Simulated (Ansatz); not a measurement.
Isomers of C4H7NO

3 of its isomers, all singlets with charge 0: A = `CN/C=C/C=O`; B = `C/C=N/C(C)=O`; C = 2-pyrrolidinone `O=C1CCCN1`.

Shapes, held fixed at every level: PBE0-D4/def2-TZVP. Flexible molecules stand in one conformer, not always the lowest. Programs: Ansatz 0.2.0.

Electronic energies in kJ/mol, without zero-point or thermal terms.

```tsv
level	kind	B − A	C − A
PBE-D4/def2-TZVPP	GGA	-33.4	-115.2
r2SCAN-D4/def2-TZVPP	meta-GGA	-38.5	-120.0
B3LYP-D4/def2-TZVPP	global hybrid	-38.3	-107.4
r2SCAN0-D4/def2-TZVPP	global hybrid	-41.7	-135.4
wB97M-V/def2-TZVPP	range-separated hybrid	-51.0	-134.2
wB97X-V/def2-TZVPP	range-separated hybrid	-53.0	-142.6
CCSD(T)/CBS estimate	coupled cluster or CI	-51.8	-131.6
```

The highest level, CCSD(T)/CBS estimate, puts C lowest of these. All levels agree on that. The B − A difference spans -53.0 to -33.4 kJ/mol over the levels. The CBS estimate extrapolates MP2 from def2-TZVPP and def2-QZVPP and adds CCSD(T) − MP2 in the triple-zeta set, cores frozen.
